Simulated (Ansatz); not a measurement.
Basis-set extrapolation for Al₂H₄O, SMILES `[AlH2][O][AlH2]` (PBE0-D4/def2-TZVP geometry, frozen core, Ansatz 0.2.0). Multiplicity 1, RHF reference.

|  | def2-TZVPP | def2-QZVPP |
| --- | --- | --- |
| HF | -561.174898 | -561.193885 |
| MP2 correlation | -0.399717 | -0.430954 |
| CCSD(T) correlation | -0.442034 | not run |

Energies in hartree. Use E(X) = E(∞) + A·exp(−7.88·√X) for Hartree–Fock and E(X) = E(∞) + B·X^(−2.97) for correlation, with X = 3 and 4, and add CCSD(T) minus MP2 of the smaller set to the MP2 limit.

What is the CCSD(T) energy at the basis-set limit?

HF limit: -561.193885 + (-0.018987) × 0.13774 = -561.19650. MP2 limit: -0.430954 + (-0.031237) × 0.74074 = -0.45409. Higher-order term: -0.442034 − (-0.399717) = -0.04232. Total: -561.69291 hartree, 199.5 kJ/mol below CCSD(T)/def2-TZVPP.
